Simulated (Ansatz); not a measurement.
## Isomers

Structures of C$_{2}$H$_{4}$N (charge -1), singlet, relaxed at PBE0-D4/def2-TZVPD (vibrations not checked; lower isomers may exist, and structures with a doubtful reference or unclear bonds are left out). Computed with Ansatz 0.2.0 (basis: def2-TZVPPD); correlated methods freeze the cores. B3LYP uses VWN-RPA correlation.

Task: Rank them by CCSD(T) energy, lowest first, and give each one's height above the lowest. Links in brackets join atoms within 1.22 times the sum of their covalent radii (1.1 for two metals). (To be estimated.)
A.
C₂H₄N ([CH2][CH][NH]), total charge -1
```
7
angstrom
C -0.9716 -0.7314 -0.6134
C -0.0547 0.2102 -0.1799
N 1.0644 0.1307 0.5277
H -1.8381 -0.4320 -1.1957
H -0.3022 1.2420 -0.4837
H -0.8544 -1.7906 -0.3868
H 1.2175 -0.8536 0.7659
```
B.
C₂H₄N ([CH3][CH][N]), total charge -1
```
7
angstrom
C -0.8812 0.5570 -0.3482
C 0.3782 -0.0523 0.2975
N 0.7979 -1.2049 0.1881
H -1.3900 -0.1999 -0.9550
H -1.5715 0.9323 0.4242
H 0.8814 0.7813 0.9238
H -0.6158 1.4178 -0.9825
```
C.
C₂H₄N ([CH]1[CH2][NH]1), total charge -1
```
7
angstrom
C -0.7187 0.1395 0.0785
C 0.7292 -0.1359 0.3412
N 0.2016 1.2800 0.0557
H -1.2001 -0.1126 -0.8770
H 0.3258 1.5240 -0.9303
H -1.4372 0.1351 0.9046
H 1.1502 -0.5411 -0.6038
```
D.
C₂H₄N ([CH2][C][NH2]), total charge -1
```
7
angstrom
C -0.9999 0.1296 -0.5100
C 0.0095 -0.7446 -0.3056
N 1.1543 -0.2120 0.3151
H -1.9131 -0.1492 -1.0305
H -0.9521 1.1866 -0.1646
H 1.0234 0.6668 0.8371
H 1.6779 -0.8772 0.8586
```

Result: The calculation gives: A (0.0 kJ/mol), B (46.7 kJ/mol), D (111.6 kJ/mol), C (221.5 kJ/mol). Heights count from the lowest.

Task: Do PBE-D4, r2SCAN-D4, PBE0-D4, B3LYP-D4, wB97M-V, HF, MP2 give the same order? (Judge from chemistry; the calculation decides.)

Result: By the calculation: All do.

No T1 diagnostic of these runs exceeds 0.025.

For scale, one of the runs: CCSD(T)/def2-TZVPPD, 179 basis functions, launched by `ansatz run in.yaml --threads 2 --pin off --events-out ev --progress --plain --max-ram 4352MiB`. Hardware: 2 CPU threads of an Arm Neoverse V1, shared host. Wall time 44 s; peak host memory 1.8 GiB.
